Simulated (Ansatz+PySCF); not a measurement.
A calculation with PySCF 2.14.0.

```python
from pyscf import gto, scf, cc

mol = gto.M(atom="""
Na 0.000000 0.000000 -0.145160
H 0.000000 0.000000 1.596800
""", basis='def2-svp', charge=0, spin=0)
mf = scf.UHF(mol)
mf.kernel()
mycc = cc.CCSD(mf, frozen=1).run()
et = mycc.ccsd_t()
print(mf.e_tot, mycc.e_corr, et, mycc.e_tot + et)
```

The script is written out from the run's settings.

The run gave:

```
Converged               : yes
Reference energy        : -162.32114 hartree
CCSD correlation energy : -0.03066 hartree
Triples correction      : -0.00004 hartree
Total energy            : -162.35184 hartree
```
